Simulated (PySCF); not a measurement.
**NH2 (SMILES [NH2]): UB3LYP/def2-TZVP (preoptimised minimum)**

Wanted: an optimisation with harmonic vibrations of NH2. The job is set up through a Python script.

The results are computed with PySCF 2.14.0.

5 further runs of the same task are left out: 5 set aside as unsound or not needed. Runs told in other sessions of the task aren't counted.

### Step 1. The system as given

The species is NH2 (3 atoms), meant as a doublet with charge 0. SMILES: `[NH2]`. Geometry: relaxed at PBE0-D4/def2-TZVP symmetrised. The run starts from this shape.

Bond lengths: N1–H2 1.027 Å, N1–H3 1.027 Å. Angles: H2–N1–H3 103.1°.

### Step 2. An optimisation with harmonic vibrations at UB3LYP/def2-TZVP (preoptimised minimum)

Contents of run.py:

```python
# [NH2]
from pyscf import gto, dft, symm
from pyscf.hessian import thermo
from pyscf.geomopt.geometric_solver import kernel as optimise

mol = gto.M(
    atom=[
    ('N', (0.063617, -0.037746, 0.031362)),
    ('H', (-0.142732, 0.968180, 0.024606)),
    ('H', (-0.741311, -0.443647, -0.460418)),
],
    basis='def2-tzvp',
    verbose=3,
    spin=1,
    max_memory=1860,
)

ks = dft.UKS(mol, xc='b3lyp')
ks.grids.level = 4
ks.conv_tol = 1e-10
converged, mol_eq = optimise(ks, maxsteps=80)
print('converged:', converged)
print(mol_eq.tostring())

ks.reset(mol_eq)
mol = mol_eq
ks.kernel()
etot = ks.e_tot
print('Final energy', etot)
hess = ks.Hessian().kernel()
modes = thermo.harmonic_analysis(mol, hess)
thermo.dump_normal_mode(mol, modes)
symm.geom.TOLERANCE = 1e-3  # for the symmetry number
th = thermo.thermo(ks, modes['freq_au'], 298.15, 101325)
thermo.dump_thermo(mol, th)
```

Started as:

```bash
OMP_NUM_THREADS=1 python run.py
```

The program printed:

```text
<dir> SyntaxWarning: invalid escape sequence '\W'
  S = {(paw_set(r)[0], bool(re.search(r"spin_orbit\W+true|paw_fr", str((r.get("files") or {}).get("input") or "")) or re.search("(?i)spin.orbit\W+(value\W+)?(true|yes)|value\W+spin-orbit", json.dumps(r.get("inputs"), default=str)))) for r in records}

maxiter                   80
----------------------------------------------------------
Custom engine selected.
Bonds will be generated from interatomic distances less than 1.20 times sum of covalent radii
9 internal coordinates being used (instead of 9 Cartesians)
Internal coordinate system (atoms numbered from 1):
Distance 1-2
Distance 1-3
Angle 2-1-3
Translation-X 1-3
Translation-Y 1-3
Translation-Z 1-3
Rotation-A 1-3
Rotation-B 1-3
Rotation-C 1-3
> ===== Optimization Info: ====
> Job type: Energy minimization
> Maximum number of optimization cycles: 80
> Initial / maximum trust radius (Angstrom): 0.100 / 0.300
> Convergence Criteria:
> Will converge when all 5 criteria are reached:
>  |Delta-E| < 1.00e-06
>  RMS-Grad  < 3.00e-04
>  Max-Grad  < 4.50e-04
>  RMS-Disp  < 1.20e-03
>  Max-Disp  < 1.80e-03
> === End Optimization Info ===

[... 7 lines left out ...]
WARN: Mole.unit (angstrom) is changed to Bohr
[... 1 line left out ...]
WARN: HOMO -0.265163215430341 >= LUMO -0.265163215430331
[... 1 line left out ...]
converged SCF energy = -55.9044817968586  <S^2> = 0.75309524  2S+1 = 2.0030928
[... 7 lines left out ...]
Step    0 : Gradient = 1.197e-03/1.270e-03 (rms/max) Energy = -55.9044817969
[... 8 lines left out ...]
converged SCF energy = -55.904486021188  <S^2> = 0.75310395  2S+1 = 2.0031015
[... 16 lines left out ...]
converged SCF energy = -55.9044861117865  <S^2> = 0.75310369  2S+1 = 2.0031013
[... 9 lines left out ...]
Converged! =D
[... 1 line left out ...]
converged: True
[... 4 lines left out ...]
converged SCF energy = -55.9044861117868  <S^2> = 0.7531037  2S+1 = 2.0031013
Final energy -55.904486111786824
Mode                                 0                   1                   2
Irrep
Freq [cm^-1]                     1530.5000           3337.8179           3428.5913
Reduced mass [au]                   1.0924              1.0495              1.0902
Force const [Dyne/A]                1.5076              6.8890              7.5510
Char temp [K]                    2202.0487           4802.3768           4932.9795
Normal mode                   x     y     z       x     y     z       x     y     z
       0   N                 0.06 -0.04  0.03   -0.04  0.03 -0.02    0.03  0.07  0.02
       1   H                -0.58 -0.11 -0.33    0.09 -0.68 -0.02    0.13 -0.66  0.00
       2   H                -0.27  0.61 -0.09    0.52  0.32  0.32   -0.53 -0.27 -0.32
temperature 298.1500 [K]
pressure 101325.00 [Pa]
Rotational constants [GHz] 703.73271 385.63856 249.12211
Symmetry number 2
Zero-point energy (ZPE) 0.01890 [Eh]   49626.537 [J/mol]
                           tot       elec      trans        rot        vib
Entropy [J/mol/K]       194.596      5.763    143.343     45.447      0.043
Cv [J/mol/K]             25.225      0.000     12.472     12.472      0.282
Cp [J/mol/K]             33.540      0.000     20.786     12.472      0.282
Internal energy [J/mol]                      3718.434   3718.434  49637.904
Internal energy [Eh]   -55.88275  -55.90449
Enthalpy [J/mol]                             6197.391   3718.434  49637.904
Enthalpy [Eh]          -55.88180
Gibbs free energy [J/mol]                  -36540.207  -9831.687  49624.999
Gibbs free energy [Eh] -55.90390
```

Wall time 37 s (1 thread of Arm Neoverse V1, shared host); peak memory 0.72 GiB.

### Step 3. Results

At UB3LYP/def2-TZVP (preoptimised minimum):

```
                                                 quantity             value
                                             total energy      -55.90449 Eh
                                            dipole moment            1.94 D
                       HOMO energy (highest over α and β)          -8.43 eV
                        LUMO energy (lowest over α and β)          -3.25 eV
                                                     ⟨S²⟩             0.753
                               lowest harmonic wavenumber         1530 cm⁻¹
                              highest harmonic wavenumber         3429 cm⁻¹
                                        zero-point energy       49.6 kJ/mol
ideal-gas entropy at 298.15 K (symmetry number 2 as used)  46.5 cal/(mol K)
```

In words: At the final geometry: Bond lengths: N1–H2 1.028 Å, N1–H3 1.028 Å. Angles: H2–N1–H3 103.3°. All 3 modes are real, so the shape is a minimum at this level.
